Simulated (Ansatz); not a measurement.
Ansatz (an electronic-structure program) input (B3LYP-D3(BJ)/def2-TZVP):

Ansatz 0.2 input:
```yaml
crystal:
  periodic: [false, false, false]
  atoms:
    - {symbol: C, position_ang: [-0.01651269, -0.29544228, 0.57231733]}
    - {symbol: C, position_ang: [-0.02533374, -0.90153706, -0.78037182]}
    - {symbol: C, position_ang: [0.00312637, 0.37880165, -0.85602301]}
    - {symbol: H, position_ang: [0.89321147, -0.28788272, 1.16038920]}
    - {symbol: H, position_ang: [-0.92899726, -0.24778062, 1.15419174]}
    - {symbol: H, position_ang: [0.02565056, 1.33910496, -1.30565713]}
basis:
  gaussian:
    orbitals: def2-TZVP
hamiltonian:
  xc: b3lyp
  dispersion: d3bj
magnetization: {spin_polarized: true, initial_magnetization: 1}
relax: {f_tol: 0.002, max_steps: 150}
```

End of the output:

```
672 factors; their error is unknown
mean field: 0.36 GiB planned
mean field -3156.07157994 eV, -115.9834913008 hartree, gradient 2.5e-5 eV, S^2 0.757385; 0 other end points of the search recorded, 0 dependent functions left out
the calculation of the forces begins
reference -3156.07179359 eV, -115.9834991521 hartree; 11, 10 occupied and 100, 101 virtual orbitals, 672 factors
relax step   4: F+E_penalty+E_count = -3156.20953663 eV  Δ(F+E_penalty+E_count) = -9.398e-4 eV  max|allowed force component| = 1.265e-1 eV/Å  Δτ_max = 0.0161 Å  (38 SCF iters, accepted)
these checks for a lower state are left out or cut short: starts, cluster_reference, orbital_swaps, neighbouring_geometries, increment
integrals: 0.02 GiB planned
672 factors; their error is unknown
mean field: 0.36 GiB planned
mean field -3156.07218455 eV, -115.9835135198 hartree, gradient 1.5e-5 eV, S^2 0.757403; 0 other end points of the search recorded, 0 dependent functions left out
the calculation of the forces begins
reference -3156.07239826 eV, -115.9835213734 hartree; 11, 10 occupied and 100, 101 virtual orbitals, 672 factors
relax step   5: F+E_penalty+E_count = -3156.21006097 eV  Δ(F+E_penalty+E_count) = -5.243e-4 eV  max|allowed force component| = 3.965e-2 eV/Å  Δτ_max = 0.0069 Å  (40 SCF iters, accepted)
these checks for a lower state are left out or cut short: starts, cluster_reference, orbital_swaps, neighbouring_geometries, increment
integrals: 0.02 GiB planned
672 factors; their error is unknown
mean field: 0.36 GiB planned
mean field -3156.07221279 eV, -115.9835145575 hartree, gradient 1.4e-5 eV, S^2 0.757392; 0 other end points of the search recorded, 0 dependent functions left out
the calculation of the forces begins
reference -3156.07242649 eV, -115.9835224108 hartree; 11, 10 occupied and 100, 101 virtual orbitals, 672 factors
relax step   6: F+E_penalty+E_count = -3156.21008975 eV  Δ(F+E_penalty+E_count) = -2.877e-5 eV  max|allowed force component| = 2.346e-3 eV/Å  Δτ_max = 0.0010 Å  (40 SCF iters, accepted)
these checks for a lower state are left out or cut short: starts, cluster_reference, orbital_swaps, neighbouring_geometries, increment
integrals: 0.02 GiB planned
672 factors; their error is unknown
mean field: 0.36 GiB planned
mean field -3156.07221364 eV, -115.9835145887 hartree, gradient 1.4e-5 eV, S^2 0.757390; 0 other end points of the search recorded, 0 dependent functions left out
the calculation of the forces begins
reference -3156.07242734 eV, -115.9835224421 hartree; 11, 10 occupied and 100, 101 virtual orbitals, 672 factors
relax step   7: F+E_penalty+E_count = -3156.21009001 eV  Δ(F+E_penalty+E_count) = -2.606e-7 eV  max|allowed force component| = 9.521e-4 eV/Å  Δτ_max = 0.0001 Å  (39 SCF iters, accepted)
integrals: 0.02 GiB planned
672 factors; their error is unknown
mean field: 0.36 GiB planned
mean field evaluation 64: about -3156.0722 eV, gradient 2.7e-4 eV
mean field -3156.07221364 eV, -115.9835145887 hartree, gradient 1.4e-5 eV, S^2 0.757390; 1 other end points of the search recorded, 0 dependent functions left out
the calculation of the forces begins
reference -3156.07242734 eV, -115.9835224421 hartree; 11, 10 occupied and 100, 101 virtual orbitals, 672 factors
Total energy: -3156.21030371 eV, -115.9885893051 hartree
Atom 0 at    -0.016805    -0.306199     0.581809 Å, force     0.000015     0.000217    -0.000952 eV/Å
Atom 1 at    -0.025238    -0.897781    -0.780068 Å, force     0.000024     0.000017     0.000753 eV/Å
Atom 2 at     0.002969     0.370147    -0.878254 Å, force    -0.000022     0.000369    -0.000305 eV/Å
Atom 3 at     0.898839    -0.286576     1.166703 Å, force     0.000084    -0.000250     0.000230 eV/Å
Atom 4 at    -0.934608    -0.246283     1.160547 Å, force    -0.000101    -0.000212     0.000229 eV/Å
Atom 5 at     0.025988     1.351956    -1.305891 Å, force    -0.000000    -0.000142     0.000044 eV/Å
Dipole moment:     0.006818     0.330915     0.136307 e Å
```

It need not be the lowest isomer of its formula.
